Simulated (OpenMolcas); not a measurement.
H3O+ (oxonium): a line through the functionals

The species is H3O+ (4 atoms), meant as a singlet with charge +1. SMILES: `[OH3+]`. The shape is that of a PBE0-D4/def2-TZVP optimisation.

The HOMO–LUMO gap y, in eV, basis aug-cc-pVTZ; a is the functional's share of exact exchange. Programs: OpenMolcas 26.06.

| functional | program | a | y (eV) |
| --- | --- | --- | --- |
| PBE | OpenMolcas | 0 | 10.47 |
| r2SCAN | OpenMolcas | 0 | 11.90 |
| B3LYP | OpenMolcas | 0.2 | ? |
| PBE0 | OpenMolcas | 0.25 | 13.49 |
| BHLYP | OpenMolcas | 0.5 | 16.05 |

Problem. Fit y = c + s·a to the known rows and predict B3LYP.

Solution. 
1. Means of the 4 rows: a = 0.1875, y = 12.978.
2. Σ(Δa)² = 0.17188, Σ(Δa·Δy) = 1.6644, so the slope is 1.6644/0.17188 = 9.6835.
3. Intercept: 12.978 − (9.6835) × 0.1875 = 11.162. The largest residual of the fit is 0.74.
4. B3LYP: 11.162 + (9.6835) × 0.2 = 13.10 eV.

The run gave 12.67 eV, so the prediction is off by +0.43 eV, within the scatter of the fit. Exact exchange lowers occupied levels and raises empty ones. The rows mix families of semi-local functionals, which the line can't see.
